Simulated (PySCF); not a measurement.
# How the numerical set-up moves the result for BCl

The method stays; parts of the set-up, such as the basis or the Hamiltonian, are changed.

Computed with PySCF 2.14.0. Level: method and basis as typed in the scripts.

### Step 1. Starting geometry

BCl: 2 atoms, charge 0, spin multiplicity 1.

Bond lengths: B1–Cl2 1.446 Å.

### Step 2. Base script

File input.py:

```python
from pyscf import gto, dft

mol = gto.M(
    atom='B 0 0 0; Cl 0 0 1.446',
    basis='3-21g',
    charge=0,
    spin=0,
    verbose=4,
)
mf = dft.UKS(mol, xc='mn15')
mf.kernel()
mf.stability(internal=True, external=True)
mf.dip_moment()
print('orbital energies (hartree):', [e[max(0, n-3):n+3].round(4) for e, n in zip(mf.mo_energy, mol.nelec)])
```

The run is started by

```
$ OMP_NUM_THREADS=1 python input.py
```

The log of this run is left out.

Base result: E(SCF) = -482.140696 Eh, 7 cycles, μ = 2.20 D, internal stable; real -> complex stable; UHF/UKS -> GHF/GKS stable.

The bond length is a typed value, not an optimised one.

### Step 3. Aug-cc-pvdz

Edit 1 changes basis set: 3-21g → aug-cc-pvdz.

File input.py:

```python
from pyscf import gto, dft

mol = gto.M(
    atom='B 0 0 0; Cl 0 0 1.446',
    basis='aug-cc-pvdz',
    charge=0,
    spin=0,
    verbose=4,
)
mf = dft.UKS(mol, xc='mn15')
mf.kernel()
mf.stability(internal=True, external=True)
mf.dip_moment()
print('orbital energies (hartree):', [e[max(0, n-3):n+3].round(4) for e, n in zip(mf.mo_energy, mol.nelec)])
```

The run is started by

```
$ OMP_NUM_THREADS=1 python input.py
```

### Step 4. Density fitting auto

Edit 2 changes density fitting: none → auto.

input.py, as its differences from that of step 2:

```diff
@@ -10,2 +10,3 @@
 mf = dft.UKS(mol, xc='mn15')
+mf = mf.density_fit()
 mf.kernel()
```

### Step 5. Crenbl (core potential on)

Edit 3 changes basis set: 3-21g → crenbl; core potential: off → on. The core potential changes with it, and so the count of electrons: totals don't compare.

input.py, as its differences from that of step 2:

```diff
@@ -4,3 +4,4 @@
     atom='B 0 0 0; Cl 0 0 1.446',
-    basis='3-21g',
+    basis='crenbl',
+    ecp={'B': 'crenbl', 'Cl': 'crenbl'},
     charge=0,
```

### Step 6. Density fitting cc-pvdz-jkfit

Edit 4 changes density fitting: none → cc-pvdz-jkfit.

input.py, as its differences from that of step 2:

```diff
@@ -10,2 +10,3 @@
 mf = dft.UKS(mol, xc='mn15')
+mf = mf.density_fit(auxbasis='cc-pvdz-jkfit')
 mf.kernel()
```

What does the calculation give? Wanted: for each run, E(SCF); from base; gap; dipole; after the SCF.

**Answer**, as computed:

| run | E(SCF) (hartree) | from base (eV) | cycles | gap (eV) | dipole (D) | functions | after the SCF |
| --- | --- | --- | --- | --- | --- | --- | --- |
| base | -482.140696 | 0 | 7 | 7.08 | 2.20 | 22 | stable |
| aug-cc-pvdz | -484.797323 | -72.2905 | 9 | 6.74 | 3.15 | 50 | stable |
| density fitting auto | -482.140781 | -0.0023 | 7 | 7.08 | 2.20 | 22 | stable |
| crenbl (core potential on) | -17.558944 | not comparable | 8 | 6.93 | 2.78 | 32 | stable |
| density fitting cc-pvdz-jkfit | -482.140812 | -0.0032 | 7 | 7.08 | 2.20 | 22 | stable |

Of the runs whose energies can be compared, “aug-cc-pvdz” moves the SCF energy most (-72.290 eV). aug-cc-pvdz (50 functions) gives an energy 72.29 eV lower than 3-21g (22). The dearest run is “aug-cc-pvdz”, at 32 s against 6.6 s.
